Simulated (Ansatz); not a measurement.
SiMeH3 (CH₆Si). Total charge 0; singlet. Geometry r2SCAN-D4/def2-TZVP, basis def2-TZVP, Ansatz.

```tsv
run	HOMO (eV)	LUMO (eV)
A	-9.22	0.69
B	-8.20	0.50
C	-10.63	1.51
D	-7.90	-0.09
E	-12.04	2.72
F	-9.42	1.08
```

LC-ωPBE has ω = 0.4 bohr⁻¹.

Problem. The runs used CAM-B3LYP, LC-ωPBE, PBE, PBE0, r2SCAN, r2SCAN0. Estimate which is which.

Solution. A PBE0 (25 % exact exchange); B r2SCAN (0 % exact exchange); C CAM-B3LYP (range-separated); D PBE (0 % exact exchange); E LC-ωPBE (range-separated); F r2SCAN0 (25 % exact exchange). Exact exchange lowers occupied and raises empty levels; among semilocal functionals meta-GGAs tend to open the gap a little, and such runs are hard to tell apart. The gap grows from 7.82 eV (PBE) to 14.75 eV (LC-ωPBE).
